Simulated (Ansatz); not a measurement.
Atomization energy of N2, singlet, from cheap to dear

Geometry (MP2(full)/6-31G*, from the G2/97 set):

| atom | x (Å) | y (Å) | z (Å) |
| --- | --- | --- | --- |
| N | 0.0000 | 0.0000 | 0.0000 |
| N | 0.0000 | 0.0000 | 1.1300 |

Measured, as an electronic atomization energy: 228.5 kcal/mol (G2/97 heats of formation of molecule and atoms, with zero-point and thermal terms from B3LYP taken off; Curtiss et al., J. Chem. Phys. 106, 1063 (1997), Staroverov et al., J. Chem. Phys. 119, 12129 (2003)). The measured value holds scalar relativity and spin–orbit coupling, which all computed ones lack, and core correlation, which the wave-function levels lack. Atoms are taken at the same level; beside RHF, RMP2 and RCC rows they are unrestricted. Truncated CI is not size-consistent. The atoms' steps beyond CCSDT(Q) are taken from restricted open-shell runs, which share full CI's core. Ansatz 0.2.0; the 6-31G* set has Cartesian d functions; a miss is computed less measured; times are wall times on shared hosts and scatter by a factor of two or so.

| level | basis | miss (kcal/mol) | time of the run | hardware |
| --- | --- | --- | --- | --- |
| RCCSDT(Q) | STO-3G | -84.8 | 0.37 s | 1 CPU thread |
| RCCSDTQ | STO-3G | -84.8 | 1.6 s | 1 CPU thread |
| full CI | STO-3G | -84.7 | 0.18 s | 1 CPU thread |
| PBE | STO-3G | -32.4 | 0.3 s | 1 CPU thread |
| r2SCAN | STO-3G | -60.0 | 0.58 s | 1 CPU thread |
| B3LYP | STO-3G | -54.8 | 0.27 s | 1 CPU thread |
| B2PLYP | STO-3G | -66.7 | 0.27 s | 1 CPU thread |
| RHF | 6-31G | -170.2 | 0.22 s | 1 CPU thread |
| RMP2 | 6-31G | -48.8 | – | – |
| RCCSDT(Q) | 6-31G | -60.1 | 0.76 s | 1 CPU thread |
| RCCSDTQ | 6-31G | -60.3 | 5.5 s | 1 CPU thread |
| MRCISD+Q (valence space) | 6-31G | -60.4 | 1.7 s | 1 CPU thread |
| full CI | 6-31G | -60.2 | 20 s | 1 CPU thread |
| PBE | 6-31G | -18.6 | 0.3 s | 1 CPU thread |
| r2SCAN | 6-31G | -45.9 | 0.64 s | 1 CPU thread |
| wB97M-V | 6-31G | -38.1 | 0.88 s | 1 CPU thread |
| B2PLYP | 6-31G | -41.9 | 0.33 s | 1 CPU thread |
| RHF | cc-pVDZ | -125.3 | 0.3 s | 1 CPU thread |
| RCCSD(T) | cc-pVDZ | -28.2 | 0.43 s | 1 CPU thread |
| full CI | cc-pVDZ | -27.1 | 43 s | H100 + 5 CPU threads |
| B2PLYP | cc-pVDZ | -10.0 | 0.33 s | 1 CPU thread |
| RCCSDT(Q) | 6-31G* | -26.3 | 1.7 s | 1 CPU thread |
| PBE | 6-31G* | 9.5 | 0.21 s | 1 CPU thread |
| r2SCAN | 6-31G* | -15.8 | 0.52 s | 1 CPU thread |
| B3LYP | 6-31G* | -6.6 | 0.3 s | 1 CPU thread |
| wB97M-V | 6-31G* | -4.9 | 0.71 s | 1 CPU thread |
| RHF | cc-pVTZ | -119.9 | 0.58 s | 1 CPU thread |
| RMP2 | cc-pVTZ | -0.1 | – | – |
| RCCSD(T) | cc-pVTZ | -13.3 | 2 s (with forces) | 1 CPU thread |
| RCCSDT(Q) | cc-pVTZ | -12.7 | 21 s | 1 CPU thread |
| MRCISD+Q (valence space) | cc-pVTZ | -13.9 | 4 s | H100 + 5 CPU threads |
| PBE | cc-pVTZ | 13.6 | 0.34 s | 1 CPU thread |
| wB97M-V | cc-pVTZ | -1.3 | 1.1 s (with forces) | 1 CPU thread |
| RHF | cc-pVQZ | -119.1 | 1.1 s | 1 CPU thread |
| RMP2 | cc-pVQZ | 6.3 | – | – |
| RCCSD(T) | cc-pVQZ | -7.2 | 2.8 s | 1 CPU thread |
| PBE | cc-pVQZ | 14.2 | 0.52 s | 1 CPU thread |
| r2SCAN | cc-pVQZ | -10.4 | 0.97 s | 1 CPU thread |
| B3LYP | cc-pVQZ | -1.2 | 0.64 s | 1 CPU thread |
| wB97M-V | cc-pVQZ | -0.6 | 1.6 s | 1 CPU thread |

HF's time is that of a plain UHF run. A dash: the level came out of a higher level's run.

A composite of the best parts (restricted reference, at this geometry, which isn't the minimum of the high levels):

| part | kcal/mol |
| --- | --- |
| Hartree–Fock limit (T, Q; exp(−5.46 √X)) | 109.65 |
| CCSD(T) correlation limit (T, Q; X⁻³) | 115.72 |
| CCSDT − CCSD(T) (QZ) | -0.75 |
| (Q) (QZ) | 1.34 |
| CCSDTQ − CCSDT(Q) (DZ) | -0.19 |
| full CI − CCSDTQ (DZ) | 0.22 |
| sum | 226.0 |
| sum less measured | -2.5 |
